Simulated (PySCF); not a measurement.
Peak assignment

Geometry (Å), atoms numbered from 1 in this order:
```xyz
8

F     1.3613   -0.9599    0.6421
C     0.7651    0.1420    0.1011
C    -0.7304   -0.1177   -0.0838
F    -1.4242    1.0305    0.0902
F    -1.0057   -0.5387   -1.3371
H     1.2459    0.3464   -0.8605
H     0.9085    0.9746    0.7972
H    -1.1114   -0.8677    0.6263
```

Method: shieldings: GIAO PBE0/pcSseg-1, J couplings at B3LYP/pcJ-1, GFN2-xTB geometry, in PySCF 2.14 (gas phase, equivalent nuclei averaged, one conformer, non-relativistic Hamiltonian).

Referencing at the same level of theory: 13C (σref 186.93), 1H (σref 31.72) vs TMS.

**Question.** Assign these signals to the numbered atoms. 13C{1H} NMR (computed): δ 123.7 (CH, td, J = 303.3, 33.6 Hz), 89.6 (CH2, dt, J = 231.2, 32.1 Hz).

**Answer.** 
```tsv
δ (ppm)	atoms	environment	reason
123.7	C3	sp3 CH bonded to 2 F	2 electronegative neighbours deshield it
89.6	C2	sp3 CH2 bonded to F	deshielded by the electronegative neighbour
```

**Question.** Assign these signals to the numbered atoms. 1H NMR (300 MHz, computed): δ 6.43 (tdt, J = 60.2, 13.7, 2.7 Hz, 1H), 5.01 (dtd, J = 53.3, 13.6, 2.7 Hz, 2H).

**Answer.** 
6.43 → H8, hydrogen on an sp3 CH bonded to 2 F: its carbon carries F, which withdraws density
5.01 → H6/H7, hydrogen on an sp3 CH2 bonded to F: its carbon carries F, hence the downfield position

Common functionals overestimate the size of one-bond C–F couplings by tens of Hz; these are unscaled. Multiplet labels drop couplings under 1 Hz and merge nearly equal ones. Unscaled 3J(H,H) at this level run about 10 % above measured values. Shifts are as computed. Against solution values, carbons near 30 ppm lie about +3 ppm off and those near 130 ppm about +5 ppm. Of 1211 compounds with measured shifts, 218 miss one by over three times the rms of a fit or turn the order of signals round; such compounds aren't used in these exercises. 3J across rotatable bonds or in flexible rings reflects this conformer alone.
